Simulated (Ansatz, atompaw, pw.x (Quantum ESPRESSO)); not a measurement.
What a changed setting does to a pw.x run (diamond Si)

Potential: PAW, atompaw 4.2.0.5, PBE; core [Ne], reference 3s2 3p2; waves: 3s (bound): rc 2.75 bohr; 3s channel at 1.85 Ry: rc 1.45 bohr; 3p (bound): rc 1.84 bohr; 3p channel at 1.1 Ry: rc 2.75 bohr; 3d channel at 0.3 Ry: rc 2.75 bohr; 3d channel at 1.85 Ry: rc 2.30 bohr; local part: vpsmatchnc scheme with l = 3 at 0 Ry, radius 1.95 bohr; core correction: smooth core density matched at 1.40 bohr; augmentation: sinc compensation charge, radius 2.00 bohr; PAW radius 2.75 bohr; waves and projectors: custom polynom vanderbiltortho.

The reference run (k-mesh 8³, cutoffs 40/400 Ry, Fermi–Dirac 0.01 Ry, mixing_beta 0.4, conv_thr 1e-9, no spin) gives -0.04 GPa at 20.463 Å³/atom, where all-electron LAPW gives -0.05 GPa. This run, with its own iteration cap, changes smearing to mp.

```
&control
  calculation='scf', prefix='x', pseudo_dir='./', outdir='./tmp', tstress=.true., disk_io='none'
/
&system
  ibrav=0, nat=2, ntyp=1, ecutwfc=40, ecutrho=400, nbnd=11,
  occupations='smearing', smearing='mp', degauss=0.01
/
&electrons
  conv_thr=1e-09, mixing_beta=0.4, electron_maxstep=60
/
ATOMIC_SPECIES
Si 1.0 Si.UPF
CELL_PARAMETERS angstrom
  0.00000000 2.73520428 2.73520428
  2.73520428 0.00000000 2.73520428
  2.73520428 2.73520428 0.00000000
ATOMIC_POSITIONS crystal
Si 0.0000 0.0000 0.0000
Si 0.2500 0.2500 0.2500
K_POINTS automatic
8 8 8 0 0 0
```

```bash
pw.x < Si.scf.in > Si.scf.out
```

How does the run end?

It converges in 8 iterations; the free energy moves by +0.4 meV/atom and the pressure by +0.02 GPa. The result is that of the reference run. This scheme is built to cancel the term in the square of the width that Fermi–Dirac smearing leaves in the F of a metal.

```
Message from routine setup:
     using ibrav=0 with symmetry is DISCOURAGED, use correct ibrav instead
     lattice parameter (alat)  =       7.3098  a.u.
     unit-cell volume          =     276.1823 (a.u.)^3
     number of electrons       =         8.00
     number of Kohn-Sham states=           11
     kinetic-energy cutoff     =      40.0000  Ry
     charge density cutoff     =     400.0000  Ry
     scf convergence threshold =      1.0E-09
     Exchange-correlation= SLA PW PBX PBC
     number of k points=    29  Methfessel-Paxton smearing, width (Ry)=  0.0100
     iteration #  1     ecut=    40.00 Ry     beta= 0.40
     total energy              =     -93.45599615 Ry
     estimated scf accuracy    <       0.05466554 Ry
     iteration #  2     ecut=    40.00 Ry     beta= 0.40
     total energy              =     -93.45325202 Ry
     estimated scf accuracy    <       0.01579233 Ry
     iteration #  3     ecut=    40.00 Ry     beta= 0.40
     total energy              =     -93.45401996 Ry
     estimated scf accuracy    <       0.00021453 Ry
     iteration #  4     ecut=    40.00 Ry     beta= 0.40
     total energy              =     -93.45406102 Ry
     estimated scf accuracy    <       0.00000461 Ry
     iteration #  5     ecut=    40.00 Ry     beta= 0.40
     total energy              =     -93.45406215 Ry
     estimated scf accuracy    <       0.00000024 Ry
     iteration #  6     ecut=    40.00 Ry     beta= 0.40
     total energy              =     -93.45406221 Ry
     estimated scf accuracy    <       0.00000005 Ry
     iteration #  7     ecut=    40.00 Ry     beta= 0.40
     total energy              =     -93.45406222 Ry
     estimated scf accuracy    <          4.9E-09 Ry
     iteration #  8     ecut=    40.00 Ry     beta= 0.40
     the Fermi energy is     6.3159 ev
!    total energy              =     -93.45406223 Ry
     estimated scf accuracy    <          4.5E-10 Ry
     smearing contrib. (-TS)   =       0.00000170 Ry
     The total energy is F=E-TS. E is the sum of the following terms:
     one-electron contribution =       5.56773533 Ry
     hartree contribution      =       1.11376339 Ry
     xc contribution           =      -6.69440175 Ry
     ewald contribution        =     -16.67485408 Ry
     one-center paw contrib.   =     -76.76630683 Ry
     convergence has been achieved in   8 iterations
          total   stress  (Ry/bohr**3)                   (kbar)     P=       -0.23
     Message from routine punch:
     Nothing written, as per user request (disk_io='none')
```

The run took about 11 s on one core of a shared host (Intel(R) Xeon(R) 6975P-C, 192 threads, 756 GiB, load 107).
